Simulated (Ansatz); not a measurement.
**SiHMe2(SiH3) (C₂H₁₀Si₂): one molecule under many settings**

Aim: run SiHMe2(SiH3) (C₂H₁₀Si₂) under a spread of inputs, and see what each costs and gives.

Method: the settings change from run to run; program: Ansatz 0.2.0, Gaussian basis.

### 1 The geometry

The structure was relaxed beforehand with PBE-D4/def2-SVP.

14 atoms, charge 0, spin multiplicity 1.

Atoms are counted from 1 here; the program's logs count them from 0.

Bond lengths: Si1–H2 1.511 Å, Si1–C3 1.896 Å, Si1–C7 1.896 Å, Si1–Si11 2.357 Å, C3–H4 1.109 Å, C3–H5 1.110 Å, C3–H6 1.109 Å, C7–H8 1.109 Å, C7–H9 1.109 Å, C7–H10 1.110 Å, Si11–H12 1.508 Å, Si11–H13 1.510 Å, Si11–H14 1.508 Å. Angles: H2–Si1–C3 109.1°, H2–Si1–C7 109.0°, H2–Si1–Si11 108.0°, C3–Si1–C7 110.9°, C3–Si1–Si11 109.8°, C7–Si1–Si11 109.9°, Si1–C3–H4 111.2°, Si1–C3–H5 110.6°, Si1–C3–H6 110.8°, H4–C3–H5 108.0°, H4–C3–H6 108.0°, H5–C3–H6 108.1°, Si1–C7–H8 111.1°, Si1–C7–H9 110.9°, Si1–C7–H10 110.6°, H8–C7–H9 108.0°, H8–C7–H10 108.0°, H9–C7–H10 108.0° and more.

### 2 PBE0-DH/6-31G*

Set apart from the defaults: atoms shaken by 0.15 Å, finite nuclei, relativity set to scalar.

in.yaml reads:

```yaml
crystal:
  periodic: [false, false, false]
  atoms:
    - {symbol: Si, position_ang: [0.256293, -0.058021, 0.613671]}
    - {symbol: H, position_ang: [0.109393, 0.118031, 2.035680]}
    - {symbol: C, position_ang: [1.713033, 0.111408, -0.168380]}
    - {symbol: H, position_ang: [2.410723, -0.660227, 0.492911]}
    - {symbol: H, position_ang: [2.483499, 0.768377, 0.495696]}
    - {symbol: H, position_ang: [2.145857, 0.458631, -1.288438]}
    - {symbol: C, position_ang: [-0.902234, 1.718087, -0.093059]}
    - {symbol: H, position_ang: [-1.578069, 1.636973, 0.347262]}
    - {symbol: H, position_ang: [-0.823424, 1.852827, -1.174789]}
    - {symbol: H, position_ang: [-0.443094, 2.408206, 0.495645]}
    - {symbol: Si, position_ang: [-0.998283, -1.706157, -0.285725]}
    - {symbol: H, position_ang: [-0.385870, -3.049110, 0.331640]}
    - {symbol: H, position_ang: [-1.046071, -1.908016, -1.417437]}
    - {symbol: H, position_ang: [-2.507626, -1.967685, 0.222395]}
basis:
  gaussian: {orbitals: "6-31G*", nuclear_model: gaussian}
hamiltonian: {xc: {name: PBE0-DH}, pseudopotentials: {relativity: scalar}}
scf: {omitted_lower_state_checks: [starts]}
```

Started as:

```sh
> ansatz run in.yaml --threads 4 --pin off --events-out ev --progress --plain --max-ram 3916MiB
```

Log:

```text
Functional definition: PBE0-DH
  name "PBE0-DH"
  cite "Brémond & Adamo, J. Chem. Phys. 135, 024106 (2011) doi:10.1063/1.3604569"
  cite "Perdew, Burke & Ernzerhof, Phys. Rev. Lett. 77, 3865 (1996) doi:10.1103/PhysRevLett.77.3865"
  parameter a = 1/2
  parameter c = 1/8
  exchange = (1 - a)*pbe_x + a*exact_x
  correlation = (1 - c)*pbe_c + c*(mp2_os + mp2_ss)
these checks for a lower state are left out or cut short: starts
935 factors; integrals over basis functions are off by at most 9.4e-4 eV
mean field evaluation 1: about -17995.1258 eV, gradient 4.7e1 eV
mean field evaluation 2: about -17995.1634 eV, gradient 4.7e1 eV
mean field evaluation 4: about -18000.5556 eV, gradient 2.5e0 eV
mean field evaluation 8: about -18000.5839 eV, gradient 6.9e-2 eV
mean field evaluation 16: about -18000.5839 eV, gradient 7.9e-6 eV
mean field -18000.58394852 eV, -661.5092588739 hartree, gradient 1.4e-6 eV, S^2 0.000000; 0 other end points of the search recorded, 0 dependent functions left out
12 core orbitals not correlated: weight in the atoms' cores, before any rotation towards them, 1.000 or more for the frozen orbitals, at most 0.000 for the correlated occupied ones
reference -18000.58396662 eV, -661.5092595391 hartree; 13, 13 occupied and 63, 63 virtual orbitals, 935 factors
second order -15.02620892 eV of doubles, -0.00000000 eV of singles
Total energy: -18002.46224273 eV, -661.5782849132 hartree
Relativity: scalar
Checks for a lower state left out: starts
```

It took 4.4 s on 4 threads of Intel Xeon at 2.50GHz, shared host.

### 3 B97/def2-mTZVP

in.yaml reads:

```yaml
crystal:
  periodic: [false, false, false]
  atoms:
    - {symbol: Si, position_ang: [0.082956, 0.143510, 0.548718]}
    - {symbol: H, position_ang: [0.077947, 0.135443, 2.059559]}
    - {symbol: C, position_ang: [1.876745, 0.127986, -0.066495]}
    - {symbol: H, position_ang: [2.421463, -0.762717, 0.307106]}
    - {symbol: H, position_ang: [2.417798, 1.031787, 0.282254]}
    - {symbol: H, position_ang: [1.913079, 0.111932, -1.174954]}
    - {symbol: C, position_ang: [-0.830235, 1.688255, -0.064576]}
    - {symbol: H, position_ang: [-1.871107, 1.714708, 0.316930]}
    - {symbol: H, position_ang: [-0.870550, 1.710883, -1.172752]}
    - {symbol: H, position_ang: [-0.315485, 2.609092, 0.279447]}
    - {symbol: Si, position_ang: [-1.033986, -1.794919, -0.192661]}
    - {symbol: H, position_ang: [-0.403930, -3.046486, 0.364452]}
    - {symbol: H, position_ang: [-0.977881, -1.884801, -1.698479]}
    - {symbol: H, position_ang: [-2.486816, -1.784663, 0.211453]}
basis:
  gaussian: {orbitals: def2-mTZVP}
hamiltonian: {xc: {name: B97}}
```

Launched as before.

Log, cut to the lines that bear on the results:

```text
Functional definition: B97
  name "B97"
  cite "Becke, J. Chem. Phys. 107, 8554 (1997) doi:10.1063/1.475007"
[...]
      + integral(e_c_pw_opposite_spin*poly(b97_u_opposite, cos0, cos1, cos2))
1254 factors; their error is unknown
[...]
mean field -17990.68583418 eV, -661.1455098811 hartree, gradient 1.4e-5 eV, S^2 0.000000; 0 other end points of the search recorded, 0 dependent functions left out
reference -17990.68586701 eV, -661.1455110876 hartree; 25, 25 occupied and 87, 87 virtual orbitals, 1254 factors
Total energy: -17990.68586701 eV, -661.1455110876 hartree
```

Wall time 6 s (4 threads of Intel Xeon at 2.50GHz, shared host).

### 4 RPA/cc-pVDZ

This run has a point charge of 0.50 e beside it, relativity set to scalar, correlated electrons set to outside_noble_gas.

Changes to in.yaml since step 3:

```diff
@@ -18,3 +18,5 @@
 basis:
-  gaussian: {orbitals: def2-mTZVP}
-hamiltonian: {xc: {name: B97}}
+  gaussian: {orbitals: cc-pVDZ, point_charges: [{charge: 0.50, position_ang: [7.379, 0.312, 0.620]}]}
+hamiltonian: {xc: {name: HSE06}, pseudopotentials: {relativity: scalar}}
+correlation: {method: rpa, electrons: outside_noble_gas}
+scf: {omitted_lower_state_checks: [starts]}
```

Launched as before.

Log, cut to the lines that bear on the results:

```text
Functional definition: HSE06
  name "HSE06"
  cite "Heyd, Scuseria & Ernzerhof, J. Chem. Phys. 118, 8207 (2003) doi:10.1063/1.1564060"
  cite "Krukau, Vydrov, Izmaylov & Scuseria, J. Chem. Phys. 125, 224106 (2006) doi:10.1063/1.2404663"
  cite "Heyd & Scuseria, J. Chem. Phys. 120, 7274 (2004) doi:10.1063/1.1668634"
  cite "Ernzerhof & Perdew, J. Chem. Phys. 109, 3313 (1998) doi:10.1063/1.476928"
  cite "Perdew, Burke & Ernzerhof, Phys. Rev. Lett. 77, 3865 (1996) doi:10.1103/PhysRevLett.77.3865"
  parent pbe
[...]
  # The whole range is PBE's own exchange, as in plane waves. The composition of these papers is wPBEh.
[...]
1058 factors; integrals over basis functions are off by at most 1.2e-3 eV
114 factors; integrals over basis functions are off by at most 6.2e-7 eV
[...]
mean field -18012.93229544 eV, -661.9630522534 hartree, gradient 1.9e-6 eV, S^2 0.000000; 0 other end points of the search recorded, 0 dependent functions left out
12 core orbitals not correlated: weight in the atoms' cores, before any rotation towards them, 1.000 or more for the frozen orbitals, at most 0.000 for the correlated occupied ones
reference -17973.77046944 eV, -660.5238816928 hartree; 13, 13 occupied and 89, 89 virtual orbitals, 1058 factors
Total energy: -17997.00400710 eV, -661.3776984535 hartree
Relativity: scalar
Checks for a lower state left out: starts
```

Run time: 6 s. Hardware: 4 threads of Intel Xeon at 2.50GHz, shared host.

### 5 PBEsol/def2-TZVP

This run has D4 dispersion.

Changes to in.yaml since step 4:

```diff
@@ -18,5 +18,4 @@
 basis:
-  gaussian: {orbitals: cc-pVDZ, point_charges: [{charge: 0.50, position_ang: [7.379, 0.312, 0.620]}]}
-hamiltonian: {xc: {name: HSE06}, pseudopotentials: {relativity: scalar}}
-correlation: {method: rpa, electrons: outside_noble_gas}
+  gaussian: {orbitals: def2-TZVP}
+hamiltonian: {xc: {name: PBEsol}, dispersion: d4}
 scf: {omitted_lower_state_checks: [starts]}
```

The command is unchanged.

Log:

```text
Functional definition: PBEsol
  name "PBEsol"
  cite "Perdew et al., Phys. Rev. Lett. 100, 136406 (2008) doi:10.1103/PhysRevLett.100.136406"
  cite "Perdew, Burke & Ernzerhof, Phys. Rev. Lett. 77, 3865 (1996) doi:10.1103/PhysRevLett.77.3865"
  parent pbesol
  exchange = pbesol_x
  correlation = pbesol_c
these checks for a lower state are left out or cut short: starts
1304 factors; their error is unknown
mean field evaluation 1: about -17927.5670 eV, gradient 8.1e1 eV
mean field evaluation 2: about -17904.2810 eV, gradient 1.1e2 eV
mean field evaluation 4: about -17942.6417 eV, gradient 7.1e0 eV
mean field evaluation 8: about -17942.7982 eV, gradient 1.3e-1 eV
mean field evaluation 16: about -17942.7690 eV, gradient 2.7e-4 eV
mean field -17942.76899371 eV, -659.3845984733 hartree, gradient 2.0e-5 eV, S^2 0.000000; 0 other end points of the search recorded, 0 dependent functions left out
reference -17942.76904449 eV, -659.3846003392 hartree; 25, 25 occupied and 171, 171 virtual orbitals, 1304 factors
Total energy: -17942.87173538 eV, -659.3883741601 hartree
Checks for a lower state left out: starts
```

It took 4.8 s on 4 threads of Intel Xeon at 2.50GHz, shared host.

### 6 The runs in one table

| level | charge | multiplicity | geometry | functions | energy (eV) | time |
| --- | --- | --- | --- | --- | --- | --- |
| PBE0-DH/6-31G* | 0 | 1 | shaken | 88 | -18002.462 | 4.4 s |
| B97/def2-mTZVP | 0 | 1 | relaxed | 112 | -17990.686 | 6 s |
| RPA/cc-pVDZ | 0 | 1 | relaxed, point charge | 114 | -17997.004 | 6 s |
| PBEsol/def2-TZVP | 0 | 1 | relaxed | 196 | -17942.872 | 4.8 s |

### 7 Results

| quantity | value |
| --- | --- |
| runs | 4 |
| quickest | PBE0-DH/6-31G*, 4.4 s |
| slowest | B97/def2-mTZVP, 6 s |
| spread of total energies, same state and geometry | 47.8 eV |

The times lie within a factor of two. Total energies at one charge and spin differ by 48 eV between levels, so only differences within one level mean anything.
